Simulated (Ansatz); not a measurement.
Zinc-blende MgTe (metastable phase) was calculated with BLYP in Ansatz (plane waves, PAW).

Run with plane-wave cutoff 520 eV, 10×10×10 k mesh, Fermi–Dirac smearing 0.01 eV, scalar-relativistic PAW data made under PBE.

The volume scan:

```json
[
 {"V (Å³/atom)": "33.585", "E − E_lowest (meV/atom)": "13.54", "P (GPa)": "2.160"},
 {"V (Å³/atom)": "34.299", "E − E_lowest (meV/atom)": "5.73", "P (GPa)": "1.355"},
 {"V (Å³/atom)": "35.014", "E − E_lowest (meV/atom)": "1.33", "P (GPa)": "0.631"},
 {"V (Å³/atom)": "35.728", "E − E_lowest (meV/atom)": "0.00", "P (GPa)": "-0.021"},
 {"V (Å³/atom)": "36.443", "E − E_lowest (meV/atom)": "1.43", "P (GPa)": "-0.609"},
 {"V (Å³/atom)": "37.157", "E − E_lowest (meV/atom)": "5.34", "P (GPa)": "-1.138"},
 {"V (Å³/atom)": "37.872", "E − E_lowest (meV/atom)": "11.50", "P (GPa)": "-1.614"}
]
```

Problem. Estimate the bulk modulus and its pressure derivative from these points.

Solution. V0 = 35.704 Å³/atom, B0 = 31.0 GPa, B′ = 4.2 (fit to the energies at full precision).

Measured, for comparison: equilibrium volume per atom 33.08 Å³/atom (room temperature, no zero-point or thermal correction, from epitaxial CdTe/MgTe superlattices; as tabulated in Lucero et al. (2012), arXiv:1111.4515). Computed (rounded) less measured: equilibrium volume per atom +7.9 %.

Spin–orbit coupling is not included.

Static lattice: no zero-point or thermal effects.

Ansatz is an electronic-structure program.
